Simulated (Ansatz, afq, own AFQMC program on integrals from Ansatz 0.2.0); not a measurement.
# Pd, triplet: AFQMC among the cluster methods

A free Pd atom.

Basis def2-TZVP with its core potentials. Noble-gas cores (and the filled d shells of Ga–Kr and In–Xe) are frozen. Ansatz 0.2.0 and our own AFQMC program on the same integrals; the CISD trial comes from CCSD amplitudes, and released means the phaseless constraint is let go. ± is one standard error of the sampling. No spin–orbit coupling. The metal's outer-core s and p shells are frozen, which shifts wave-function levels against functionals.

Determinant: UHF, the one that the program's search chose, which needn't be the lowest solution.

No full CI on the walks' own integrals is used here; CCSDT(Q) serves as the reference and is uncertain by about the last step of the cluster series.

Cautions: no spin-orbit coupling; outer-core shells of the metal frozen; another spin lies lower (by 714 meV); the released energies are still falling, so no released level is given (meV from the phaseless value at times in 1/Eh: -2.7 ± 1.4 at 0.60, -2.9 ± 1.9 at 1.20, -5.4 ± 1.9 at 2.00, -7 ± 4 at 3.00, -12 ± 4 at 4.20), though the last usable value meets CCSDT(Q) within the noise.

The T1 diagnostic is 0.0125, the weight of the determinant in the CISD state is 0.942 and the ⟨S²⟩ of the determinant is 2.002. The size of the correlated space is 10 electrons in 36 orbitals.

```json
{"level": "MP2", "correlation energy (eV)": "-6.2748"}
{"level": "CCSD", "correlation energy (eV)": "-6.1529"}
{"level": "CCSD(T)", "correlation energy (eV)": "-6.2741"}
```

Question: Estimate where phaseless AFQMC with a CISD trial lies against CCSD(T) on the same integrals.

Answer: 0.4 ± 0.2 kJ/mol below CCSD(T).

Reference: CCSDT(Q), correlation energy -6.283 eV.

```tsv
level	E − E(reference) (kJ/mol)	share of correlation (%)
CCSD(T)	0.9	99.85
CCSDT	0.7	99.89
ph-AFQMC/CISD	0.5 ± 0.2	99.92
```

A walk keeps the symmetry of its determinant, which the program's search chose and which needn't be the lowest solution, so a lower state of the same spin and another symmetry isn't excluded.
